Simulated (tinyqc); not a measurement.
Worked calculation: geometry optimisation on the RHF/sto-3g surface (energies and gradients from PySCF), for BH3, spin multiplicity 1. One step of it, computed by the program tinyqc.

Question. Step 1: move. Quasi-Newton step p = -H^(-1) g (first H = 0.3 times the unit matrix); steps longer than 0.3 bohr are cut back (factor 0.902 here).

positions at the start (bohr):
```
,x,y,z
1B,-0.039684,-0.015118,-0.052912
2H,2.413180,0.005669,0.000000
3H,-1.188638,1.927521,0.005669
4H,-1.088482,-1.952087,-0.075589
```

gradient (hartree/bohr):
```
,x,y,z
1B,-0.06111409,-0.01525257,-0.00613799
2H,0.07366199,-0.00055520,0.00281504
3H,-0.01177616,0.01906804,0.00194337
4H,-0.00077174,-0.00326026,0.00137958
```

Give: positions after step 1.

Answer.

positions after step 1 (bohr):
```
,x,y,z
1B,0.1440,0.0307,-0.0345
2H,2.1917,0.0073,-0.0085
3H,-1.1532,1.8702,-0.0002
4H,-1.0862,-1.9423,-0.0797
```
